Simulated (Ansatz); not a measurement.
Task: a rigid scan of one bond angle of CH₄FNO, SMILES NC(O)F, with Ansatz 0.2.0, Python API. Give the script and its output. Use (for the species named): B3LYP, def2-SVP basis, multiplicity 1.

```csv
atom,x (Å),y (Å),z (Å)
N,0.3199,0.5291,-0.7537
C,-0.3505,-0.1905,0.2715
O,0.6143,-0.5969,1.1441
F,-0.7767,-1.2958,-0.2909
H,-0.4509,0.8159,-1.4501
H,0.6054,1.4538,-0.3501
H,-1.1140,0.3544,0.7990
H,1.2447,-1.1270,0.5745
```

Script `bend_ch4fno.py`:
```python
import warnings

import ansatz as az
from ase import Atoms

warnings.simplefilter('ignore', az.DeckWarning)

atoms = Atoms(['N', 'C', 'O', 'F', 'H', 'H', 'H', 'H'], positions=[
    (0.3199, 0.5291, -0.7537),
    (-0.3505, -0.1905, 0.2715),
    (0.6143, -0.5969, 1.1441),
    (-0.7767, -1.2958, -0.2909),
    (-0.4509, 0.8159, -1.4501),
    (0.6054, 1.4538, -0.3501),
    (-1.114, 0.3544, 0.799),
    (1.2447, -1.127, 0.5745),
])

first = (
    az.Crystal.molecule_from_ase(atoms).calculation()
    .basis(gaussian='def2-SVP')
    .functional('b3lyp')
    .relax(force_tolerance=0.02, max_steps=80)
)
atoms.positions = first.run(threads=1, pin='off').report['positions_ang']

rows = []
for angle in [85, 95, 105, 115, 125, 140, 160]:
    bent = atoms.copy()
    bent.set_angle(1, 2, 7, angle, indices=[7])
    calc = az.Crystal.molecule_from_ase(bent).calculation()
    calc = calc.basis(gaussian='def2-SVP').functional('b3lyp')
    rows.append((angle, calc.run(threads=1, pin='off').report['free_energy_ev']))
floor = min(e for _, e in rows)
for angle, e in rows:
    print(f'angle C1-O2-H7 = {angle:3d} deg   {1000 * (e - floor):9.1f} meV')
```

```console
$ python bend_ch4fno.py
angle C1-O2-H7 =  85 deg       408.0 meV
angle C1-O2-H7 =  95 deg       103.3 meV
angle C1-O2-H7 = 105 deg         0.0 meV
angle C1-O2-H7 = 115 deg        53.5 meV
angle C1-O2-H7 = 125 deg       224.4 meV
angle C1-O2-H7 = 140 deg       616.2 meV
angle C1-O2-H7 = 160 deg      1166.0 meV
```

Reading the output:
- The scan is rigid, and the energies are electronic, in a modest basis. The zero is the lowest point of the grid, which needn't be the minimum.
- b3lyp holds the VWN-RPA fit, as in Gaussian; the form of ORCA and Turbomole is b3lyp5.
- Hardware and time: 38 s on 1 thread of Arm Neoverse V1, on a shared host, peak memory 0.21 GiB.
